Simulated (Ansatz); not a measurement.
**SiH⁺, singlet: reading a ladder of total energies**

Geometry: a point of a stretch scan, not a stationary point.

```xyz
2

Si    0.0000    0.0000    0.0000
H     0.0000    0.0000    4.1360
```

Basis cc-pVQZ; Ansatz 0.2.0. Correlated methods freeze the noble-gas cores, which leaves 4 electrons in 84 orbitals. R marks a restricted (for open shells ROHF) determinant.

Full CI is exact within this basis and frozen core; it isn't the basis-set limit.

RHF is unstable: UHF (⟨S²⟩ = 1.02) lies 4.03 eV below the lowest RHF solution. Higher spins weren't run at this geometry and may lie near or lower.

RCCSD has a T1 diagnostic of 0.092 and a largest doubles amplitude of 0.84.

Runs differ by some tens of microhartree through their thresholds, so steps under 0.03 kcal/mol mean nothing.

| level | total energy (hartree) |
| --- | --- |
| RHF | -288.930205 |
| RMP2 | -289.068384 |
| RCCSD* | -289.127523 |
| RCCSD(T)* | -289.144602 |
| RCCSDT* | -289.139901 |
| RCCSDT(Q)* | -289.140138 |
| full CI | -289.140122 |

What is the correlation energy at full CI, and what share of it do RMP2 and RCCSDT recover?

E(corr) = -289.140122 − (-288.930205) = -0.209917 hartree = -5.712 eV. RMP2: -0.138179 / -0.209917 = 65.83 %. RCCSDT: -0.209696 / -0.209917 = 99.89 %.

By how many kcal/mol does RCCSD(T) miss full CI (1 hartree = 627.509 kcal/mol), and which steps make up the rest?

-289.144602 − (-289.140122) = -0.004480 hartree = -2.81 kcal/mol. Steps: RCCSDT − RCCSD(T) = 2.95, RCCSDT(Q) − RCCSDT = -0.15, full CI − RCCSDT(Q) = 0.01 kcal/mol. With more than one leading determinant such errors change with state and geometry, and needn't cancel in differences.

An asterisk marks runs whose energy the program itself flagged as in doubt.
